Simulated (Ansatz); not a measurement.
# AlH3S2: up Jacob's ladder to CCSD(T)

The task here is to estimate one member of a computed series from the others.

Computed with Ansatz 0.2.0, Gaussian basis. Level: functionals in def2-TZVPP, the program's frozen cores in correlated methods.

The runs, in order: PBE-D4, r2SCAN-D4, PBE0-D4, B3LYP-D4, ωB97X-V, ωB97M-V, B2PLYP; CCSD(T)/def2-TZVPP; CCSD(T)/def2-QZVPP; extrapolation to the limit.

## The relaxed structure

An earlier PBE0-D4 in a triple-zeta def2 set relaxation fixed the geometry.

SMILES `[SH][AlH][SH]`, 6 atoms, charge 0, spin multiplicity 1.

Atoms are counted from 1 here; the program's logs count them from 0.

Bond lengths: S1–Al2 2.178 Å, S1–H4 1.344 Å, Al2–S3 2.178 Å, Al2–H5 1.576 Å, S3–H6 1.344 Å. Angles: Al2–S1–H4 92.3°, S1–Al2–S3 116.0°, S1–Al2–H5 122.0°, S3–Al2–H5 122.0°, Al2–S3–H6 92.3°.

As a file:

```
S    -1.52633    0.91736   -1.12912
Al    0.12950    0.03986   -0.01932
S    -0.39914   -1.51049    1.41607
H    -0.70755    1.73985   -1.80790
H     1.62081    0.49921   -0.24162
H     0.88271   -1.68579    1.78188
```

The first run:

Input file in.yaml:

```yaml
crystal:
  periodic: [false, false, false]
  atoms:
    - {symbol: S, position_ang: [-1.526331, 0.917358, -1.129125]}
    - {symbol: Al, position_ang: [0.129501, 0.039864, -0.019323]}
    - {symbol: S, position_ang: [-0.399139, -1.510494, 1.416074]}
    - {symbol: H, position_ang: [-0.707551, 1.739847, -1.807902]}
    - {symbol: H, position_ang: [1.620812, 0.499211, -0.241619]}
    - {symbol: H, position_ang: [0.882709, -1.685786, 1.781876]}
basis:
  gaussian: {orbitals: def2-TZVPP}
hamiltonian: {xc: pbe, dispersion: d4}
output: {forces: true, orbitals: {seedname: orbitals}}
```

Started as:

```
$ ansatz run in.yaml --threads 2 --pin off --events-out ev --progress --plain --max-ram 32768MiB --backend cpu
```

Among the steps run: PBE-D4 (GGA); r2SCAN-D4 (meta-GGA); PBE0-D4 (hybrid); B3LYP-D4 (hybrid); ωB97X-V (range-separated); ωB97M-V (range-separated); B2PLYP (double hybrid); CCSD(T) in def2-TZVPP; CCSD(T) in def2-QZVPP.

One of the session's tables, all rows but one given; the rest of the session is left out.

| method | atomisation energy (kJ/mol) |
| --- | --- |
| PBE-D4 | 1713.4 |
| r2SCAN-D4 | 1729.0 |
| PBE0-D4 | 1697.9 |
| B3LYP-D4 | 1696.0 |
| ωB97X-V | 1731.6 |
| ωB97M-V | 1730.4 |
| B2PLYP | 1677.7 |
| HF/def2-TZVPP | 1247.0 |
| MP2/def2-TZVPP | ? |
| CCSD/def2-TZVPP | 1636.2 |
| CCSD(T)/def2-TZVPP | 1663.9 |
| MP2/CBS | 1735.2 |
| CCSD(T)/CBS | 1724.5 |

**Question.** Estimate the row for MP2/def2-TZVPP.

**Answer.** atomisation energy (kJ/mol): 1677.6. In the column «atomisation energy (kJ/mol)» it lies between CCSD(T)/def2-TZVPP (1663.9) and B2PLYP (1677.7).

To keep in mind: Free atoms (2 S, 1 Al, 3 H) were run apart at each level; the atomisation energy is their sum less the molecule, without zero-point or spin-orbit terms.
